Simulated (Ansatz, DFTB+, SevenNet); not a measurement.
# Elastic constant C33 of hcp Zr: levels of theory against measurement

Reference value: 172 GPa (measured, 4 K, zero-point motion not removed; as tabulated in Clouet (2012), arXiv:1210.1082).

Question: Put these levels in order of the elastic constant C33 that they give for hcp Zr, smallest first: GFN1-xTB as cut by DFTB+, PBE (Ansatz, a first-principles code), SevenNet-0.

Answer: GFN1-xTB as cut by DFTB+ (51.6 GPa), SevenNet-0 (91.9 GPa), PBE (162 GPa)

Unless a cell is named, each level is at its own relaxed cell (GFN1-xTB as cut by DFTB+ 41.08, SevenNet-0 23.48, PBE 23.39 Å³/atom).

Differences against the reference: GFN1-xTB as cut by DFTB+ -70 %, SevenNet-0 -47 %, PBE -5.8 %.

The measured value isn't corrected to a static lattice, so vibrations enter the comparison.  GFN1-xTB as cut by DFTB+: the relaxed volume lies over a fifth from the starting cell. GFN1-xTB as cut by DFTB+: the method was fitted mainly to molecules. GFN1-xTB as cut by DFTB+: codes differ in how they cut the long-range tail of xTB's charge interaction in a crystal, so the value belongs to this code. Each level is taken at its own relaxed cell. Ansatz's density-functional and Hartree–Fock values are scalar-relativistic unless marked +SOC, with PAW data made under PBE.

Machine-learned potentials (SevenNet-0) are trained on DFT data: a solid inside that data is no test of them.

Differences are worked out from the printed values.
